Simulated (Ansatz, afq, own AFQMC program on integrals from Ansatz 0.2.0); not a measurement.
Two steps: Ansatz 0.2.0 writes the Fock matrix and Cholesky factors of the valence space, and afq projects on them the lowest state that overlaps trial and start.

```yaml
crystal:
  periodic: [false, false, false]
  atoms:
    - {symbol: B, position_ang: [0.000000, 0.000000, 0.251900]}
    - {symbol: Al, position_ang: [0.000000, 0.000000, -1.688900]}
    - {symbol: H, position_ang: [0.000000, 0.000000, 1.437000]}
basis:
  gaussian: {orbitals: cc-pVDZ}
magnetization: {spin_polarized: false, initial_magnetization: 3}
correlation: {method: ccsd_t, electrons: outside_noble_gas, hamiltonian_folder: ham}
```

```sh
$ ansatz run in.yaml --threads 1 --pin off --events-out ev --progress --plain --max-ram 1843MiB
```

afq runs on the folder ham with

```
--method free --trial cisd --walkers 60 --time-step 0.03 --max-blocks 80 --target-error 0.00032 --factor-cut 1e-05 --seed 4333 --times 0,0.3,0.6,1.2,1.8,2.4,3.6,4.8,6 --taylor-order 8
```

Times are imaginary, in 1/Eh. The walk had a cap of 584 s.

Log:

```
orbitals 31  electrons 5 2  factors 224 of 359
reference energy -267.06287153 Eh
CCSD correlation -0.12870315 Eh in 12 cycles, weight of the determinant in the CISD state 0.8890
repeat  energy at the last time / Eh  error
    10  -267.198762  0.000492
    20  -267.198954  0.000401
    30  -267.198587  0.000408
    40  -267.198755  0.000492
    50  -267.199037  0.000459
    60  -267.199086  0.000449
    70  -267.198760  0.000414
    80  -267.198723  0.000398
time / (1/Eh)  energy / Eh  error  mean overlap
  0.00  -267.191529  0.000048  1.1254
  0.30  -267.194478  0.000102  1.1262
  0.60  -267.195981  0.000124  1.1273
  1.20  -267.197752  0.000166  1.1190
  1.80  -267.198428  0.000172  1.1331
  2.40  -267.199224  0.000207  1.1258
  3.60  -267.199187  0.000262  1.1256
  4.80  -267.199138  0.000362  1.1412
  6.00  -267.198723  0.000398  1.1949
energy -267.198723 +/- 0.000398 Eh
```

The run passed its tests (error under three times the target), which doesn't prove that it has relaxed.

Against this walk (error 10.8 meV) on the same determinant: CCSD(T) 38.9 meV higher, CCSDT(Q) 11.4 meV lower (within the noise). The error is statistical, and a free projection of finite length keeps a remainder of its start. The last points scatter (meV from the last: 8 ± 5 at 1.80, -14 ± 6 at 2.40, -13 ± 7 at 3.60, -11 ± 10 at 4.80, 0 ± 11 at 6.00); the last is the one printed as the energy, and the gaps above move with that scatter.

Cautions: remainder of the start not in the error; error above the target (10.8 against 8.7 meV); lower spins were not checked.

The walk took 2.5 min on 1 thread of Arm Neoverse V1, with other jobs on the host. The log's last line is the free-projection energy.

CCSDT and higher add their correlation energy to the determinant of the CCSD(T) run, since their own runs factorise the integrals more tightly (a shift of under 2 meV). A walk keeps the symmetry of its determinant, which the program's search chose and which needn't be the lowest solution, so a lower state of the same spin and another symmetry isn't excluded.
